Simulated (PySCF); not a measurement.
# CCSDT(Q)/6-31G run of [SiH3]− (SMILES [SiH3-])

Aim: the energy change on altering one bond length of [SiH3]− at CCSDT(Q)/6-31G, from 2 runs. The job is set up through a Python script.

The calculation is run with PySCF 2.14.0.

6 further runs of the same task are left out: 6 set aside as unsound or not needed.

### Step 1. Starting point

[SiH3]− has 4 atoms, charge -1, and is taken as a singlet. SMILES: `[SiH3-]`. Geometry: relaxed at PBE0-D4/def2-TZVPD.

Bond lengths: Si1–H2 1.546 Å, Si1–H3 1.546 Å, Si1–H4 1.546 Å. Angles: H2–Si1–H3 94.1°, H2–Si1–H4 94.1°, H3–Si1–H4 94.1°.

### Step 2. A single-point energy at CCSDT(Q)/6-31G

calc.py reads:

```python
# [SiH3-]
from pyscf import gto, cc

mol = gto.M(
    atom=[
    ('Si', (0.539700, -0.050700, -0.300900)),
    ('H', (0.426600, 0.622300, 1.085900)),
    ('H', (-0.298500, -1.283700, 0.106800)),
    ('H', (-0.667800, 0.712200, -0.891800)),
],
    basis='6-31g',
    max_memory=1860,
    charge=-1,
    verbose=4,
)

mf = mol.RHF()
mf.conv_tol = 1e-10
mf.kernel()
if not mf.converged:
    mf = mf.newton().run(mf.mo_coeff, mf.mo_occ)

mycc = cc.CCSDT(mf, frozen=5)
mycc.kernel()
e_bracket, e_q = mycc.ccsdt_q()
e_tot = mycc.e_tot + e_q
print('Final energy', e_tot)
```

Run with:

```bash
$ OMP_NUM_THREADS=1 python calc.py
```

Log:

```text
PySCF version 2.14.0

[INPUT] num. atoms = 4
[INPUT] num. electrons = 18
[INPUT] charge = -1
[INPUT] spin (= nelec alpha-beta = 2S) = 0
[INPUT] symmetry False subgroup None
[INPUT] Mole.unit = angstrom
[INPUT] Symbol           X                Y                Z      unit          X                Y                Z       unit  Magmom
[INPUT]  1 Si     0.539700000000  -0.050700000000  -0.300900000000 AA    1.019885189428  -0.095809114515  -0.568618590882 Bohr   0.0
[INPUT]  2 H      0.426600000000   0.622300000000   1.085900000000 AA    0.806157164739   1.175976567317   2.052053598665 Bohr   0.0
[INPUT]  3 H     -0.298500000000  -1.283700000000   0.106800000000 AA   -0.564083248183  -2.425841426104   0.201822750104 Bohr   0.0
[INPUT]  4 H     -0.667800000000   0.712200000000  -0.891800000000 AA   -1.261959105985   1.345862945915  -1.685257757887 Bohr   0.0

nuclear repulsion = 15.0809836888403
number of shells = 13
number of NR pGTOs = 58
number of NR cGTOs = 19
basis = 6-31g
ecp = {}

[... 35 lines left out ...]
converged SCF energy = -290.573545676436
[... 16 lines left out ...]
WARN: A large `blksize` is being used, which may cause large memory consumption
[... 3 lines left out ...]
WARN: A large `blksize_oovv` is being used, which may cause large memory consumption
[... 3 lines left out ...]
WARN: A large `blksize_oooo` is being used, which may cause large memory consumption
[... 3 lines left out ...]
Approximate memory usage estimate
    T3 memory                 156 KB
    R3 memory                 156 KB
    Symmetrized T3 memory     156 KB
    ERIs memory               300 KB
    T1-ERIs memory            300 KB
    Intermediates memory      300 KB
Init t2, MP2 energy = -290.632011020662  E_corr(MP2) -0.058465344226
Init E_corr(RCCSDT) = -0.0584653442259863
cycle =  1  E_corr(RCCSDT) = -0.072908400387  dE = -1.444305616090e-02  norm(d tamps) = 5.33919160e-02
cycle =  2  E_corr(RCCSDT) = -0.077750219512  dE = -4.841819124954e-03  norm(d tamps) = 2.22239755e-02
cycle =  3  E_corr(RCCSDT) = -0.081114515964  dE = -3.364296452633e-03  norm(d tamps) = 1.05229613e-02
cycle =  4  E_corr(RCCSDT) = -0.081106148728  dE =  8.367236657092e-06  norm(d tamps) = 1.78219479e-03
cycle =  5  E_corr(RCCSDT) = -0.081102629149  dE =  3.519579264699e-06  norm(d tamps) = 3.15772859e-04
cycle =  6  E_corr(RCCSDT) = -0.081104451875  dE = -1.822726733963e-06  norm(d tamps) = 1.12916566e-04
cycle =  7  E_corr(RCCSDT) = -0.081104105390  dE =  3.464853164242e-07  norm(d tamps) = 3.59683253e-05
cycle =  8  E_corr(RCCSDT) = -0.081104457141  dE = -3.517507050077e-07  norm(d tamps) = 6.17972518e-06
cycle =  9  E_corr(RCCSDT) = -0.081104451746  dE =  5.394717242369e-09  norm(d tamps) = 2.00604268e-06
cycle = 10  E_corr(RCCSDT) = -0.081104390876  dE =  6.087006046429e-08  norm(d tamps) = 5.12045738e-07
RCCSDT converged
E(RCCSDT) = -290.6546500673118   E_corr = -0.08110439087590147
E_corr(same-spin) = -0.0054550141321215
E_corr(oppo-spin) = -0.07564937674378
_make_eris_incore_RCCSDT
[Q] correction = -2.789008902661e-05    (Q) correction = -4.181258337610e-05
Final energy -290.65469187989515
```

It took 0.95 s on 1 thread of Arm Neoverse V2, shared host; peak memory 0.12 GiB.

### Step 3. The distorted shape

calc.py reads:

```python
from pyscf import gto, cc

mol = gto.M(
    atom='''
Si       1.143471      -0.432163      -0.005440
H        1.030371       0.240837       1.381360
H        0.305271      -1.665163       0.402260
H       -0.667800       0.712200      -0.891800
''',
    verbose=3,
    charge=-1,
    basis='6-31g',
    max_memory=1860,
)

mf = mol.RHF()
mf.conv_tol = 1e-10
mf.kernel()
if not mf.converged:
    mf = mf.newton().run(mf.mo_coeff, mf.mo_occ)

mycc = cc.CCSDT(mf, frozen=5)
mycc.kernel()
e_bracket, e_q = mycc.ccsdt_q()
energy = mycc.e_tot + e_q
print('Final energy', energy)
```

Run with:

```bash
$ OMP_NUM_THREADS=1 python calc.py
```

Log:

```text
converged SCF energy = -290.523337174641
_make_eris_incore_RCCSDT

WARN: A large `blksize` is being used, which may cause large memory consumption
      for storing contraction intermediates. If memory is sufficient, consider using
      `pyscf.cc.rccsdt_highm.RCCSDT` instead.

WARN: A large `blksize_oovv` is being used, which may cause large memory consumption
      for storing contraction intermediates. If memory is sufficient, consider using
      `pyscf.cc.rccsdt_highm.RCCSDT` instead.

WARN: A large `blksize_oooo` is being used, which may cause large memory consumption
      for storing contraction intermediates. If memory is sufficient, consider using
      `pyscf.cc.rccsdt_highm.RCCSDT` instead.

RCCSDT converged
E(RCCSDT) = -290.6152560093983   E_corr = -0.09191883475751773
E_corr(same-spin) = -0.00523647179900616
E_corr(oppo-spin) = -0.0866823629585116
_make_eris_incore_RCCSDT
Final energy -290.61528606340704
```

Wall time 1 s (1 thread of Arm Neoverse V2, shared host); peak memory 0.12 GiB.

### Step 4. What came out

At CCSDT(Q)/6-31G, 5 core orbitals frozen:

| quantity | value |
| --- | --- |
| first shape: total energy | -290.65469 Eh |
| first shape: HOMO energy (Hartree–Fock orbitals) | -1.58 eV |
| first shape: LUMO energy (Hartree–Fock orbitals) | 10.05 eV |
| first shape: HOMO–LUMO gap (to an unbound level, set by the basis) | 11.63 eV |
| first shape: correlation energy (5 core orbitals frozen) | -81.1 mEh |
| first shape: T1 diagnostic | 0.010 |
| distorted shape: total energy | -290.61529 Eh |
| distorted shape: HOMO energy (Hartree–Fock orbitals) | -2.22 eV |
| distorted shape: LUMO energy (Hartree–Fock orbitals) | 7.87 eV |
| distorted shape: HOMO–LUMO gap (to an unbound level, set by the basis) | 10.09 eV |
| distorted shape: correlation energy (5 core orbitals frozen) | -91.9 mEh |
| distorted shape: T1 diagnostic | 0.024 |
| energy change with the Si1–H4 bond stretched from 1.546 to 2.319 Å | 1.072 eV |

**Reading.** With the Si1–H4 bond stretched from 1.546 to 2.319 Å the energy rises by 1.07 eV (25 kcal/mol). The first shape isn't relaxed at this level, so the change isn't measured from a minimum. The T1 diagnostic (distorted shape) of 0.024 is above the customary mark for such species, so a single reference may not serve. Mulliken charges (distorted shape) of the mean-field density run from -0.36 on H4 to -0.04 on Si1; they depend strongly on the basis.
